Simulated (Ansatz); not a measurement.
A rate constant, worked out

An elementary step of CH₇NSi, closed shell (CH₇NSi ([CH3][SiH2][NH2]) → CH₅NSi ([CH3][SiH][NH]) + H₂; Si–H, N–H broken or loosened, H–H formed or tightened). The start structure is the reactant molecule, and the electronic barrier above it is 3.490 eV by CCSD(T) at an estimated basis limit (MP2 extrapolated from triple and quadruple zeta, plus CCSD(T) − MP2 in triple zeta). Computed with Ansatz 0.2.0 (basis: def2-TZVPP and def2-QZVPP); correlated methods freeze the cores. Extrapolation: Hartree–Fock as exp(−7.88 √X), correlation as X^−2.97. Harmonic wavenumbers at PBE0-D4/def2-TZVP (Ansatz 0.2.0), in cm⁻¹:

Start: 150, 164, 266, 407, 500, 655, 687, 745, 834, 876, 894, 952, 978, 1276, 1448, 1450, 1585, 2160, 2213, 3049, 3129, 3143, 3598, 3689.

Saddle: 1334i, 139, 211, 307, 402, 592, 655, 707, 756, 780, 873, 895, 1101, 1161, 1270, 1431, 1440, 1901, 2086, 2178, 3044, 3124, 3158, 3650.

Problem. Work out the transition-state-theory rate constant at 800 K from these numbers alone (harmonic vibrations; rotation, path degeneracy and anharmonicity left out), and the Wigner tunnelling factor. Use 1 cm⁻¹ = 1.2398 × 10⁻⁴ eV and k_B = 8.617 × 10⁻⁵ eV/K.

Solution. Zero-point energies, half the sums: start 34848/2 cm⁻¹ = 2.1603 eV; saddle, real modes only, 31861/2 cm⁻¹ = 1.9751 eV.
Barrier with zero-point energy: 3.490 + 1.9751 − 2.1603 = 3.3048 eV.
k_BT = 0.06894 eV, so the barrier is 47.94 k_BT.
Vibrational partition functions from the zero-point level, ln q = −Σ ln(1 − exp(−hν/k_BT)): start 7.436, saddle 6.974.
k = (k_BT/h) exp(ln q‡ − ln q) exp(−E0/k_BT), with log₁₀(k_BT/h in s⁻¹) = 13.22: log₁₀ k = 13.22 + (-0.462 − 47.94)/2.3026 = -7.80, so k ≈ 2 × 10^(-8) s⁻¹.
Wigner factor: 1 + (hν‡/k_BT)²/24 = 1 + (2.40)²/24 = 1.24. A change of 1 kcal/mol (0.043 eV) in the barrier would change k by a factor of 1.9 at this temperature.

The T1 diagnostic stays at or below 0.017.

Labels in which every atom is bracketed show which atoms are joined, not bond orders.

For scale, one of the runs: CCSD(T)/def2-TZVPP, 202 basis functions, launched by `ansatz run in.yaml --threads 2 --pin off --events-out ev --progress --plain --max-ram 4352MiB`. Hardware: 2 CPU threads of an Arm Neoverse N1, shared host. Wall time 83 s; peak host memory 2.5 GiB.
